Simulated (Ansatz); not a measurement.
AlH3OS (`[OH][AlH][SH]`), relaxed with RKS PBE0-D4/def2-TZVP in the Gaussian-basis code of Ansatz from a PBE-D4/def2-SVP geometry. The force threshold is 0.005 eV/Å; the program also tests the step.

The species carries charge 0 and has multiplicity 1.

Start:

```xyz
6

O    -0.006   -1.497   -0.355
Al   -0.690   -0.030    0.217
S     0.420    1.872    0.315
H     0.901   -1.622   -0.672
H    -2.199   -0.077    0.693
H     1.572    1.354   -0.197
```

| step | energy (eV) | largest force (eV/Å) | largest move (Å) |
| --- | --- | --- | --- |
| 1 | -19523.2293 | 0.585 | 0.000 |
| 2 | -19523.2506 | 0.283 | 0.048 |
| 3 | -19523.2543 | 0.051 | 0.018 |
| 4 | -19523.2547 | 0.030 | 0.011 |
| 5 | -19523.2548 | 0.008 | 0.002 |
| 6 | -19523.2548 | 0.005 | 0.004 |
| 7 | -19523.2548 | 0.002 | 0.001 |

End:

```xyz
6

O     0.005   -1.471   -0.350
Al   -0.690   -0.038    0.215
S     0.419    1.844    0.300
H     0.900   -1.577   -0.666
H    -2.185   -0.071    0.692
H     1.552    1.313   -0.192
```

It took 15 s on 2 threads of a server CPU on a shared host, with 0.2 GiB of host memory at the peak.
